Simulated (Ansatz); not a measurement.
We consider bcc Ba, described by LDA in Ansatz (plane waves, PAW).

A relaxed, unreconstructed slab of the (100) face has 6 atoms, two equal faces of 22.678 Å² each and an energy of -34676.3222 eV. A bulk cell of 2 atoms with the same orientation and in-plane k mesh has -11559.1620 eV. Energies are extrapolated to zero smearing.

Numerical settings: plane-wave cutoff 500 eV, 12×12×1 k mesh (along the axes of the cell as run), Fermi–Dirac smearing 0.1 eV, scalar-relativistic PAW data made under PBE.

Worked out: γ = (E_slab − N E_bulk per atom)/2A = [-34676.3222 − 6 × (-11559.1620/2)]/(2 × 22.678) = 0.0257 eV/Å². With 16.022 J/m² per eV/Å² this is 0.41 J/m², or 0.58 eV per surface cell and face.

Ansatz is a first-principles code.
